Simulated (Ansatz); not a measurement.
# AlO₂ (doublet): wave-function methods side by side, cc-pVTZ

One table from this session's results is given with a row withheld; the runs are named, their logs left out.

The runs use Ansatz 0.2.0, Gaussian basis; cc-pVTZ, core rule «outside noble gas», up to 7 orbitals frozen.

The runs, in order: UHF; CCSD(T) on ROHF; CCSD(T) on UHF; BCCD(T) on ROHF; CCSDT(Q) on ROHF; CCSDT(Q) on UHF.

7 further runs of the same task are left out: 4 for a known fault of the program, 3 set aside as unsound or not needed.

### The system

The geometry is a PBE0/def2-TZVP stationary point (not a proven minimum).

3 atoms, charge 0, spin multiplicity 2.

Atoms are counted from 1 here; the program's logs count them from 0.

Bond lengths: Al1–O2 1.733 Å, O2–O3 1.294 Å. Angles: Al1–O2–O3 180.0°.

Set-up of the first run:

in.yaml

```yaml
crystal:
  periodic: [false, false, false]
  atoms:
    - {symbol: Al, position_ang: [0.000000, 0.000000, 1.586946]}
    - {symbol: O, position_ang: [0.000000, 0.000000, -0.146400]}
    - {symbol: O, position_ang: [0.000000, 0.000000, -1.440545]}
basis:
  gaussian: {orbitals: cc-pVTZ}
magnetization: {spin_polarized: true, initial_magnetization: 1}
hamiltonian: {xc: hf}
output: {orbitals: {seedname: orbitals}}
```

Started as:

```
$ ansatz run in.yaml --threads 1 --pin off --events-out ev --progress --plain --max-ram 3968MiB --backend cpu
```

Among the steps run: UHF; CCSD(T) on ROHF; CCSD(T) on UHF; BCCD(T) on ROHF; CCSDT(Q) on ROHF; CCSDT(Q) on UHF.

One table of the session follows, with a row left open; its other results are not shown here.

It belongs to the step «Misses and costs». 

| method | from UCCSDT(Q) (kJ/mol) |
| --- | --- |
| ROHF | +1403.0 |
| UHF | +1385.6 |
| RMP2 | +111.4 |
| UMP2 | +113.9 |
| RCCSD | +60.3 |
| UCCSD | +59.8 |
| RCCSD(T) | +5.9 |
| UCCSD(T) | +5.9 |
| BCCD(T) | ? |
| RCCSDT | +4.2 |
| UCCSDT | +4.1 |
| RCCSDT(Q) | +0.8 |
| UCCSDT(Q) | 0 |

**Question.** Estimate the row for BCCD(T).

**Answer.** from UCCSDT(Q) (kJ/mol): +5.1. In the column «from UCCSDT(Q) (kJ/mol)» it lies between RCCSDT (+4.2) and RCCSD(T) (+5.9).

With the free atoms at the same levels and basis (separate runs), the atomisation energy is 6.957 eV at UCCSDT(Q), 6.933 eV at RCCSD(T), 6.927 eV at UCCSD(T), 3.134 eV at ROHF.

Limits of these values: Restricted and unrestricted rows rest on different reference determinants; where their highest levels disagree by more than a few hundredths of an eV, they describe different states and don't form one ladder.
